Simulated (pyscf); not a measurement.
PySCF, gas phase, ωB97X-D3(BJ)/def2-SVP geometries.

Question: `[SiH3][SiH]([SiH3])[SiH2][Cl]` + `[H][H]` → `[SiH3][SiH]([SiH3])[SiH3]` + `[ClH]`
Surface: singlet. Broken: Cl–Si, H–H. Formed: H–Si, Cl–H. Give ΔE‡ and ΔE from M06-2X/def2-TZVP, relative to the separated reactants.

Answer: ΔE‡ = 48.9 kcal/mol, ΔE = +19.7 kcal/mol. ωB97M-D3(BJ)/def2-TZVP gives 47.8 kcal/mol and +17.0 kcal/mol. Zero-point energy shifts the barrier by +3.6 kcal/mol. It is a four-centre exchange, with an imaginary mode of 612i cm⁻¹. At the saddle there is also a short H–Si contact that neither side keeps. This is the saddle that the search found; another between the same sides may lie lower.
